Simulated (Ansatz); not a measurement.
fcc Pb

Method: LDA (plane waves, PAW; Ansatz, a first-principles code).

Run with plane-wave cutoff 500 eV, 16×16×1 k mesh (along the axes of the cell as run), Fermi–Dirac smearing 0.1 eV, scalar-relativistic PAW data made under PBE.

Cell: relaxed at this level.

```
Item                                 Result
--------------------------------  ---------
surface energy of the (100) face  0.48 J/m²
work function of the (100) face     4.08 eV
```

The slab of 6 atoms is relaxed and unreconstructed.

Spin–orbit coupling is not included; it can shift volumes and moduli of such heavy elements.

The computed numbers hold no vibrational or temperature effects.
